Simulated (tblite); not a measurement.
Start geometry of `[C@H]12C[C@@H]2[C@H]1[S+]C` [radical] from a force field or distance geometry (Å):
```
atom  x, y, z in Å
C1     2.5204   -0.4982    0.1661
S2     1.5028    0.9455   -0.2838
C3    -0.0383    0.4607    0.3540
C4    -1.2871    1.0537   -0.2511
C5    -2.2334   -0.0344    0.1616
C6    -0.9378   -0.4248   -0.4599
H7     2.1230   -1.3910   -0.3221
H8     3.5475   -0.3308   -0.1593
H9     2.5139   -0.6445    1.2516
H10   -0.0441    0.3210    1.4326
H11   -1.3413    1.6018   -1.1663
H12   -3.1363   -0.1646   -0.4359
H13   -2.4016   -0.2232    1.2199
H14   -0.7885   -0.6717   -1.5008
```

Task: What comes out of this run: tblite 0.8.0, GFN2-xTB geometry optimisation, gas phase?

Result: 
```
atom  x, y, z in Å
C1     2.5224   -0.4922    0.1751
S2     1.5741    0.9757   -0.2473
C3    -0.0582    0.4728    0.2845
C4    -1.2877    1.0505   -0.3052
C5    -2.2333   -0.0230    0.1272
C6    -0.9638   -0.4213   -0.5290
H7     2.1059   -1.3658   -0.3197
H8     3.5421   -0.3231   -0.1606
H9     2.5192   -0.6413    1.2529
H10   -0.0359    0.2790    1.3563
H11   -1.4093    1.8676   -0.9853
H12   -3.1475   -0.1498   -0.4401
H13   -2.3729   -0.2068    1.1867
H14   -0.7559   -1.0227   -1.3891
```

The energy falls by 0.383 eV over 28 L-BFGS steps, the largest force on an atom goes from 1.48 to 0.008 eV/Å, and the atoms move by 0.141 Å rms after alignment. The bond that changes most is S2–C3 (ends: sulfur bonded to 2 C; carbon bonded to 2 C, S and H), which lengthens by 0.052 Å. Bonds longer at the end by more than 0.005 Å: 2 of 15; shorter: 9. Among the angles that change most is C4–C6–H14, from 112.5° to 134.6°. Among the dihedrals that turn most is H10–C3–C6–H14, from -156° to -126°. Rotational constants go from 8566, 1747, 1587 to 8456, 1710, 1544 MHz. The orientation of the end geometry is arbitrary; only internal coordinates are fixed.

Time: 0.13 s of wall time. Hardware: an Arm Neoverse V2 with one thread (shared host).

GFN2-xTB frequencies show an imaginary mode (33i cm⁻¹), so the point is no minimum at that level.

One conformer stands for the species.

All values are computed, not measured.
